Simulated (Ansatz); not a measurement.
Ideal-gas functions of hydrogen fluoride, FH at 298.15 K and 1 bar, from an Ansatz frequency run at PBE0-D4/def2-TZVP.

Molar mass 20.01 g/mol, point group C∞v (symmetry number 1), electronic degeneracy 1, moments of inertia 0.81 u Å². Harmonic wavenumbers (cm⁻¹, unscaled): 4154.

Use S(trans) = R[1.5 ln M + 2.5 ln T − 1.1517]; rotational temperatures θ = 24.2544 K / I; S(rot) = R[ln(T/σθ) + 1]; for each mode x = 1.438777 ν̃/T, S = R[x/(eˣ − 1) − ln(1 − e⁻ˣ)] and H = RT x/(eˣ − 1); 1 cm⁻¹ = 0.0119627 kJ/mol; R = 8.31446 J/(mol·K).

**Question.** By hand: the entropy, in J/(mol·K).

**Answer.** Translation 146.2. Rotation: θ = 29.9437 K, giving 27.4. Vibration, mode by mode: 0.00, in all 0.0. Electronic 0.0. Sum 173.6 J/(mol·K).

**Question.** By hand: H − E and G − E in kJ/mol, counted from the electronic energy.

**Answer.** Zero-point energy ½ × 4154 × 0.0119627 = 24.8; thermal vibration 0.0; translation, rotation and pV give 3.5 RT = 8.7. H − E = 33.5 kJ/mol, and G − E = 33.5 − 298.15 × 173.6/1000 = -18.3 kJ/mol.

Vibration gives 0 % of the entropy; all modes have x over 3 and are hardly excited.
